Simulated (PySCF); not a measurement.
benzene (C6H6), SMILES c1ccccc1.

Coordinates come from a TPSSh-D3(BJ)/def2-SVP optimisation.

The numbers are results of TDA-B3LYP/def2-SVPD in PySCF, not measurements.

Vertical excitations; the highest root listed may be one member of a degenerate set. Gas-phase values at a fixed geometry. State labels are in the subgroup D2h.

```tsv
state	symmetry	energy (eV)	λ (nm)	f	main pairs
S1	B2u	5.41	229	0.000	HOMO−1→LUMO+1 50 %, HOMO→LUMO 50 %
S2	B3u	6.31	197	0.000	HOMO→LUMO+1 48 %, HOMO−1→LUMO 48 %
S3	B2g	6.91	179	0.000	HOMO→LUMO+2 (degenerate set)
S4	B3g	6.91	179	0.000	HOMO−1→LUMO+2 (degenerate set)
S5	B1u	7.47	166	0.078	HOMO→LUMO+3 50 %, HOMO−1→LUMO+4 49 %
S6	B1u	7.50	165	0.000	HOMO−1→LUMO+4, HOMO→LUMO+3 (degenerate set)
S7	Au	7.50	165	0.000	HOMO−1→LUMO+3, HOMO→LUMO+4 (degenerate set)
S8	Au	7.58	163	0.000	HOMO→LUMO+4 50 %, HOMO−1→LUMO+3 50 %
S9	Au	7.61	163	0.000	HOMO−3→LUMO 50 %, HOMO−2→LUMO+1 50 %
S10	B2u	7.63	163	0.941	HOMO→LUMO 45 %, HOMO−1→LUMO+1 45 %
T1	B3u	4.13	300	0	HOMO−1→LUMO 49 %, HOMO→LUMO+1 49 %
T2	B2u	4.73	262	0	HOMO→LUMO, HOMO−1→LUMO+1 (degenerate set)
T3	B3u	4.73	262	0	HOMO→LUMO+1, HOMO−1→LUMO (degenerate set)
T4	B2u	5.09	243	0	HOMO−1→LUMO+1 50 %, HOMO→LUMO 50 %
```
Triplets are in the Tamm–Dancoff approximation.
